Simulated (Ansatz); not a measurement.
Geometry optimisation, RKS PBE0/def2-SVP (Ansatz).

Input file:

```yaml
crystal:
  periodic: [false, false, false]
  atoms:
    - { symbol: "N", position_ang: [-0.7796, -0.2793, -0.7021] }
    - { symbol: Si, position_ang: [0.5591, 0.0082, 0.2199] }
    - { symbol: Cl, position_ang: [0.5826, -1.3658, 1.7057] }
    - { symbol: H, position_ang: [-0.8868, 0.5738, -1.3318] }
    - { symbol: H, position_ang: [-1.6315, -0.2639, -0.1124] }
    - { symbol: H, position_ang: [0.4372, 1.3728, 0.8149] }
    - { symbol: H, position_ang: [1.7802, -0.1138, -0.6399] }
basis:
  gaussian: { orbitals: def2-SVP }
hamiltonian:
  xc: pbe0
relax:
  f_tol: 0.015
  max_steps: 40
output:
  orbitals: {}
```

Launched with:

```bash
$ ansatz run input.yaml --threads 1 --pin off --max-ram 2048MiB --backend cpu --events-out ev --progress --plain --runs-dir out
```

Q: Where does it end, and by what steps?

A: The run converged. After 10 steps the energy has fallen by 0.477 eV; H4 moved furthest, 1.07 Å.

```
step  energy less start (eV)  largest force component (eV/Å)  accepted
   0                  0.0000                           3.064       yes
   1                 -0.2459                           1.251       yes
   2                 -0.3176                           0.459       yes
   3                 -0.3220                           0.627       yes
   4                 -0.3747                           0.410       yes
   5                 -0.4157                           0.661       yes
   6                 -0.4549                           0.348       yes
   7                 -0.4586                           0.328       yes
   8                 -0.4694                           0.164       yes
   9                 -0.4755                           0.194       yes
  10                 -0.4768                           0.008       yes
```

```xyz
7
Properties=species:S:1:pos:R:3
N -0.853 0.142 -0.682
Si 0.562 0.120 0.284
Cl 0.783 -1.565 1.499
H -0.931 -0.481 -1.479
H -1.758 0.294 -0.252
H 0.517 1.287 1.203
H 1.743 0.135 -0.618
```

Whether the end is a true minimum wasn't checked by a vibrational analysis.

The run took 14 s on 1 CPU thread of a shared host.
